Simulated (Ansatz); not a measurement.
# CH4SSi (SMILES CS[SiH]): functionals against CCSD(T) at one geometry

The task here is to estimate one member of a computed series from the others.

Method: single points in def2-TZVPP; program: Ansatz 0.2.0, Gaussian basis.

Correlated methods freeze the cores.

## Where the work starts

SMILES `CS[SiH]`, 7 atoms, charge 0, spin multiplicity 1.

Atoms are counted from 1 here; the program's logs count them from 0.

Bond lengths: C1–S2 1.873 Å, C1–H4 1.167 Å, C1–H5 1.068 Å, C1–H6 1.168 Å, S2–Si3 2.183 Å, Si3–H7 1.513 Å. Angles: S2–C1–H4 107.4°, S2–C1–H5 109.9°, S2–C1–H6 108.3°, H4–C1–H5 109.0°, H4–C1–H6 111.0°, H5–C1–H6 111.2°, C1–S2–Si3 102.0°, S2–Si3–H7 93.8°.

Geometry (Å):

```csv
atom,x (Å),y (Å),z (Å)
C1,-0.8198,0.7220,-0.3180
S2,-0.0369,-0.3866,0.9721
Si3,1.7364,-1.1151,-0.0720
H4,-1.7908,1.1691,0.1490
H5,-0.1530,1.5193,-0.5644
H6,-1.0681,0.0732,-1.2575
H7,2.2188,-1.9314,1.1066
```

The first run:

run/in.yaml

```yaml
crystal:
  periodic: [false, false, false]
  atoms:
    - {symbol: C, position_ang: [-0.819800, 0.722000, -0.318000]}
    - {symbol: S, position_ang: [-0.036900, -0.386600, 0.972100]}
    - {symbol: Si, position_ang: [1.736400, -1.115100, -0.072000]}
    - {symbol: H, position_ang: [-1.790800, 1.169100, 0.149000]}
    - {symbol: H, position_ang: [-0.153000, 1.519300, -0.564400]}
    - {symbol: H, position_ang: [-1.068100, 0.073200, -1.257500]}
    - {symbol: H, position_ang: [2.218800, -1.931400, 1.106600]}
basis:
  gaussian: {orbitals: def2-TZVPP}
correlation: {method: ccsd_t}
output: {forces: true}
```

The command line of these runs was not kept.

Among the steps run: CCSD(T)/def2-TZVPP; PBE0-D4/def2-TZVPP; wB97M-V/def2-TZVPP; r2SCAN-D4/def2-TZVPP; PBE-D4/def2-TZVPP; CAM-B3LYP-D4/def2-TZVPP; HSE06-D4/def2-TZVPP.

One table of the session follows, with a row left open; its other results are not shown here.

| method | RMS force component (eV/Å) | angle to CCSD(T) forces (°) | dipole (D) |
| --- | --- | --- | --- |
| CCSD(T) | 0.922 | reference | 1.23 |
| PBE0-D4 | 0.955 | 5.4 | 1.27 |
| wB97M-V | 0.952 | 3.9 | 1.26 |
| r2SCAN-D4 | 0.935 | 2.9 | 1.35 |
| PBE-D4 | 0.879 | 8.7 | 1.33 |
| CAM-B3LYP-D4 | ? | ? | ? |
| HSE06-D4 | 0.952 | 5.2 | 1.28 |

Estimate the missing values for CAM-B3LYP-D4.

As computed: RMS force component (eV/Å): 0.960; angle to CCSD(T) forces (°): 4.9; dipole (D): 1.23. In the column «RMS force component (eV/Å)» it is the highest.
